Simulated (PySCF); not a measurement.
Saddle point of Si2NH7, closed shell (Si₂H₄ ([SiH][SiH3]) + NH₃ → Si₂NH₇ ([NH2][SiH2][SiH3]); bonds formed: Si1–H3; dative contacts that become bonds: Si1–N4; bonds broken: H3–N4), PBE0-D4/def2-TZVP structure:

| atom | x (Å) | y (Å) | z (Å) |
| --- | --- | --- | --- |
| Si1 | -0.9846 | -0.2287 | 0.1273 |
| Si2 | 1.0928 | -1.0835 | 0.8215 |
| H3 | -1.7625 | 0.2897 | -1.1943 |
| N4 | -0.7148 | 1.1728 | -1.1190 |
| H5 | -1.4812 | 0.5843 | 1.2813 |
| H6 | 0.9106 | -2.1114 | 1.8844 |
| H7 | 1.7905 | -1.7291 | -0.3263 |
| H8 | 1.9902 | -0.0111 | 1.3451 |
| H9 | -0.6709 | 2.1563 | -0.8770 |
| H10 | -0.1700 | 0.9610 | -1.9429 |

Energies are electronic, without zero-point energy. Barriers and step energies count from the start structure reached by relaxing down the imaginary mode; all methods use the PBE0-D4 structures, on which another method's saddle can fall below an end. Program: PySCF 2.14 with density fitting (its default auxiliary sets; JK sets also for MP2 and CCSD(T)). Basis: def2-TZVPP, with def2-QZVPP for the basis limit. Cores are frozen in the correlated methods. B3LYP uses VWN-RPA correlation. Extrapolation: Hartree–Fock as exp(−7.88 √X), correlation as X^−2.97.

```json
{"method": "SPW92", "barrier (kJ/mol)": "125.8", "step energy (kJ/mol)": "-115.1"}
{"method": "PBE-D4", "barrier (kJ/mol)": "136.9", "step energy (kJ/mol)": "-117.6"}
{"method": "r2SCAN-D4", "barrier (kJ/mol)": "140.7", "step energy (kJ/mol)": "-137.6"}
{"method": "PBE0-D4", "barrier (kJ/mol)": "154.9", "step energy (kJ/mol)": "-127.3"}
{"method": "B3LYP-D4", "barrier (kJ/mol)": "156.7", "step energy (kJ/mol)": "-133.1"}
{"method": "BHLYP-D4", "barrier (kJ/mol)": "177.8", "step energy (kJ/mol)": "-144.6"}
{"method": "wB97M-V", "barrier (kJ/mol)": "?", "step energy (kJ/mol)": "-127.6"}
{"method": "HF", "barrier (kJ/mol)": "?", "step energy (kJ/mol)": "-161.5"}
{"method": "MP2", "barrier (kJ/mol)": "?", "step energy (kJ/mol)": "-141.6"}
{"method": "CCSD", "barrier (kJ/mol)": "176.3", "step energy (kJ/mol)": "-136.3"}
{"method": "CCSD(T)", "barrier (kJ/mol)": "166.9", "step energy (kJ/mol)": "-132.3"}
```

Q: Fill in the withheld barriers. (An estimate is asked for; the value comes from the calculation.)

A: By the calculation: wB97M-V 168.6; HF 210.4; MP2 159.3 kJ/mol. Each is the energy of the saddle less that of the start structure, by the same method.

For comparison, the barrier by CCSD(T) at an estimated basis limit (MP2 extrapolated from triple and quadruple zeta, plus CCSD(T) − MP2 in triple zeta) is 162.3 kJ/mol.

T1 diagnostic: at most 0.015. The restricted Hartree–Fock reference is unstable towards an unrestricted one at one or more of these structures.

Losses and insertions of silylenes and their heavier kin drive the gas-phase chemistry of silicon and germanium vapour deposition.

Labels in which every atom is bracketed show which atoms are joined, not bond orders.

For scale, one of the runs: CCSD(T)/def2-TZVPP, 213 basis functions, launched by `OMP_NUM_THREADS=4 python run.py`. Time: 7.7 min of wall clock on 4 CPU threads of an Arm Neoverse V1; the host was shared. Peak host memory: 2.5 GiB.
